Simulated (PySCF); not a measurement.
3-butenal, C₄H₆O.
SMILES with atom numbers: `[CH2:1]=[CH:2][CH2:3][CH:4]=[O:5]`

The computed photoelectron lines, unassigned: C 1s: 290.45 (area 1), 290.84 (area 1), 291.42 (area 1), 293.61 (area 1) eV; O 1s: 538.22 eV.

Level of theory: PySCF, delta-SCF UKS SCAN, pcX-2 on the ionised atom, pcseg-1 elsewhere, spin-free X2C. Geometry: PBE0-D3(BJ)/def2-SVP, one conformer, isolated molecule.

Problem. Assign the C 1s lines to atoms.

Solution. 290.45 eV: C1 (terminal =CH2 carbon); 290.84 eV: C2 (alkene CH carbon); 291.42 eV: C3 (sp3 carbon next to a carbonyl); 293.61 eV: C4 (aldehyde carbon). Lowest listed C 1s: C1, bonded to C (double bond) and 2 H. Highest, 3.16 eV above it: C4, bonded to O (double bond), C and H. Summing the Pauling electronegativity differences to the bonded atoms, each weighted by its formal bond order, gives -0.70 for the lowest site and +1.43 for the highest; no listed site has a larger sum than the highest.

Bonded neighbours of each site: C1: C (double bond) and 2 H; C2: C (double bond), C and H; C3: 2 C and 2 H; C4: O (double bond), C and H; O5: C (double bond).

Problem. Which photon wavelength matches the C 1s of C2 threshold?

Solution. λ = hc/E = 12398.42 eV Å / 290.84 eV = 42.630 Å.

The unrestricted hole states depart most from a pure doublet (⟨S²⟩ = 0.75; over 0.85 named) for C 1s of C4 (0.91), which makes this value less certain.

Hardware: an Intel Xeon Platinum 8375C at 2.90 GHz with one thread, no GPU (shared host). Cost: 47 s of wall time, 0.52 GiB resident at most.

Shape of the structure used: `[CH2:1]=[CH:2][CH2:3][CH:4]=[O:5]`: C1–C2–C3–C4 -132°, C2–C3–C4–O5 -4°.
